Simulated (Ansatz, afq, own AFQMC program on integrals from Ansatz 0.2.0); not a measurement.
**Atomization energy of AlSO, doublet**

```xyz
3

Al    0.0000    0.0000    1.6796
O     0.0000    0.0000   -0.0411
S     0.0000    0.0000   -1.6385
```

Connectivity, by distances: Al–O–S.

Atoms in their ground-state spins without spin–orbit coupling (mostly on UHF) minus the molecule (UHF), without zero-point energy. The geometry is a stationary point, not shown to be a minimum.

Basis cc-pVDZ. Noble-gas cores (and the filled d shells of Ga–Kr and In–Xe) are frozen. Integrals, coupled cluster, full CI and functionals: Ansatz 0.2.0; the random walks run on the same integrals in our own AFQMC program. The CISD trial takes its coefficients from CCSD amplitudes. Released means that phaseless walkers are propagated on without the constraint, phases kept. Free projection: walkers drawn from exp(T), propagated without any constraint. Its projection time is finite, and what remains of the start isn't in its error. ± is one standard error of the sampling. The errors of all members are added in quadrature.

No full CI on the walks' own integrals is used here; CCSDT(Q) serves as the reference and is uncertain by about the last step of the cluster series. Each member takes its own surest rung, up to full CI.

The best estimate is CCSD(T) at the basis-set limit (CBS: def2-TZVPP and def2-QZVPP, with their diffuse functions for anions and beside diffuse sets, MP2 extrapolated, CCSD(T) minus MP2 from TZVPP) plus the step from CCSD(T) to CCSDT(Q) in cc-pVDZ. Rows without CBS are in cc-pVDZ; B2PLYP and the wave-function rows carry a basis error of their own. Core correlation and relativity beyond core potentials are missing, and ± holds the sampling alone.

Cautions: AlSO (doublet): the ph-AFQMC/HF walk drifts between its halves (2.6 errors).

Q: Estimate: order these levels by their error in the atomization energy against the best estimate, smallest first.
A. CCSD(T)/CBS
B. MP2/CBS
C. CCSD(T)
D. CCSD

A: A (2.8 kJ/mol), B (42.8 kJ/mol), C (158.6 kJ/mol), D (178.4 kJ/mol).

Best estimate: 806.1 kJ/mol.

Best estimates are given only where the step beyond CCSD(T) is under 0.3 eV and no member's determinant is very poor (T1 over 0.05, or 0.07 for open shells, ⟨S²⟩ too high by 0.3, two states mixed), so the hardest cases are missing from such tables.

Each member of a difference takes its own highest rung, so a best estimate needn't equal the limit plus the step of one row. A walk keeps the symmetry of its determinant, which the program's search chose and which needn't be the lowest solution, so a lower state of the same spin and another symmetry isn't excluded.
